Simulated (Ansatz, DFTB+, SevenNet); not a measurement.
# hcp Y: properties by level of theory

Reference values: lattice constant a 3.648 Å (measured, 293 K, not corrected to a static lattice; as tabulated in Wikipedia's data pages); lattice parameter c 5.732 Å (measured, 293 K, not corrected to a static lattice; as tabulated in Wikipedia's data pages).

| level (code) | lattice parameter a (Å) | lattice parameter c (Å) |
|---|---|---|
| GFN2-xTB as cut by DFTB+ | 4.427 | 6.807 |
| SevenNet-0 | 3.585 | 5.848 |
| LDA (Ansatz) | 3.541 | 5.514 |
| BLYP (Ansatz) | 3.690 | 5.723 |
| r²SCAN-D4 (Ansatz) | 3.674 | 5.682 |

Differences from the reference values (errors of the level alone only where the reference is corrected to a static lattice):

| level | lattice constant a (%) | lattice parameter c (%) |
|---|---|---|
| GFN2-xTB as cut by DFTB+ | +21 | +18.8 |
| SevenNet-0 | -1.73 | +2.02 |
| LDA | -2.93 | -3.80 |
| BLYP | +1.15 | -0.16 |
| r²SCAN-D4 | +0.71 | -0.87 |

Nearest: lattice constant a, not ranked (reference at room or unstated temperature); lattice parameter c, not ranked (reference at room or unstated temperature).

Machine-learned potentials (SevenNet-0) are trained on DFT data: a solid inside that data is no test of them.

Caveats: codes differ in how they cut the long-range tail of xTB's charge interaction in a crystal, so the value belongs to this code (GFN2-xTB as cut by DFTB+); the cell moved over 20 % in volume from its start (GFN2-xTB as cut by DFTB+); the method was fitted mainly to molecules (GFN2-xTB as cut by DFTB+). Ansatz's density-functional and Hartree–Fock values are scalar-relativistic unless marked +SOC, with PAW data made under PBE.

The crystal itself was run without spin with LDA, BLYP, r²SCAN-D4; a magnetic state was not tried in these runs.

Differences are worked out from the printed values.

Computed values are for the static lattice.

Ansatz is a program for electronic structure.
